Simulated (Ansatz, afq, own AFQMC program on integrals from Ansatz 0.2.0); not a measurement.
## Atomization energy of AlN, triplet

```json
{"atom": "Al", "x (Å)": "0.0000", "y (Å)": "0.0000", "z (Å)": "0.0000"}
{"atom": "N", "x (Å)": "0.0000", "y (Å)": "0.0000", "z (Å)": "1.7893"}
```

Atoms in their ground-state spins without spin–orbit coupling (mostly on UHF) minus the molecule (UHF), without zero-point energy. The geometry is a stationary point, not shown to be a minimum.

Basis 6-31G. Only valence electrons are correlated. Ansatz 0.2.0 and our own AFQMC program on the same integrals; the CISD trial comes from CCSD amplitudes, and released means the phaseless constraint is let go. ± is one standard error of the sampling. The errors of all members are added in quadrature.

Full CI on the same integrals is exact in this basis and with this determinant's frozen core.

Errors are counted within 6-31G, not against nature.

Cautions: AlN (triplet): lower spins were not checked, an unrestricted solution with more broken spin lies lower, strong correlation (T1 0.069, weight of the determinant 0.82, largest double 0.10), unrestricted determinant slightly spin contaminated (⟨S²⟩ 2.07 against 2.00), the released energy hasn't reached full CI (30 meV above it at 2.40 1/Eh), so no released level is given (meV from the phaseless value at times in 1/Eh: 1 ± 10 at 0.24, -14 ± 7 at 0.51, -17 ± 10 at 0.99, -19 ± 9 at 1.62, -20 ± 10 at 2.40), its ph-AFQMC/CISD value lies 51 ± 8 meV above full CI.

Reference (full CI): 30.6 kcal/mol.

```
        level  atomization energy (kcal/mol)  error against FCI (kcal/mol)
           HF                           -7.0                         -37.5
          MP2                           20.8                          -9.8
         CCSD                           27.0                          -3.6
      CCSD(T)                           29.2                          -1.4
ph-AFQMC/CISD                     29.4 ± 0.2                    -1.2 ± 0.2
```

Correlation beyond CCSD(T) adds 1.4 kcal/mol. The perturbative (T) step is worth +2.2 kcal/mol. Where the cautions show a poor determinant, the low rows tell how each method copes with it, not its usual error.

A walk keeps the symmetry of its determinant, which the program's search chose and which needn't be the lowest solution, so a lower state of the same spin and another symmetry isn't excluded.
